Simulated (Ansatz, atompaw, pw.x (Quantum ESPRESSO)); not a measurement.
iron (Fe) (bcc): variants of one PAW (atompaw) potential in the solid

atompaw 4.2.0.5 input, output lines left out:

```
Fe 26
GGA-PBE scalarrelativistic loggrid 1500 logderivrange -2 5 176
4 4 3 0 0 0
4 0 1.5
4 1 0
3 2 6.5
0 0 0
c
c
c
v
c
c
v
v
2
3.00 2.90 2.70 1.85
y
0.1
n
y
0.45
n
y
2.2
n
custom rrkj gramschmidtortho sinc
3 -0.5 troulliermartins
2.65
3.00
3.00
3.00
2.05
2.05
```

Crystal test: bcc Fe in pw.x 7.5, no spin, 17³ k-points, Fermi–Dirac smearing 0.01 Ry, cutoffs set for each file from its atomic test. The reference is all-electron LAPW (Ansatz 0.2.0) with the same functional, mesh and smearing; V0 and B0 come from Birch–Murnaghan fits to the pressures at five volumes. Errors are pseudo minus all-electron; Δ is the rms difference of the E(V) curves that follow from these fits, minima aligned, over ±6 % about the mean V0. Mesh and smearing are coarse, so the numbers serve the comparison and aren't converged zero-temperature values; the lattice is a test structure that the element need not adopt. Spin polarisation and strong correlation are left out, which matters for this element.

All-electron: a0 = 2.765 Å (V0 = 10.56 Å³/atom), B0 = 260.5 GPa.

Base: The largest radius (3.00 bohr) exceeds half the bond length (2.26 bohr), so the spheres overlap, which is one possible source of error among others. This is a poor potential for the solid. The logarithmic derivative shows an extra or strongly shifted pseudo pole above the reference energy (s near 0.63 Ry).

1 further variants are left out: they gave no file fit for a test, a broken result, the same result as the base, or pressures whose basis-set error rivals the error shown.

A dash in a converged row means that the minimum lies outside the volumes sampled.

```csv
change,cutoffs (Ry),pw.x,a0 (Å),a0 error (%),B0 error (%),Δ (meV/atom),mean pressure error (GPa)
base,50/500,converged,2.784,+0.70,+15.5,14.7,+7.20
"augmentation sinc compensation charge, radius 2.90 bohr; PAW radius 3.00 bohr; waves and projectors: custom polynom2 7 10 vanderbiltortho",40/400,converged,2.795,+1.10,+16.8,23.2,+11.80
wave 4p channel at 0.45 Ry: rc 3.00 bohr becomes 4p channel at 0.51 Ry: rc 3.00 bohr,50/500,converged,2.784,+0.69,+15.6,14.7,+7.17
reference 3d6 4s2 4p0,50/500,converged,2.748,-0.59,+22.2,11.5,-5.13
```

**Question.** Give the row for: local potential troulliermartins scheme with l = 3 at -0.5 Ry, radius 1.96 bohr.

**Answer.** pw.x: converged; bound ghost; mean pressure error (GPa): -85.25.
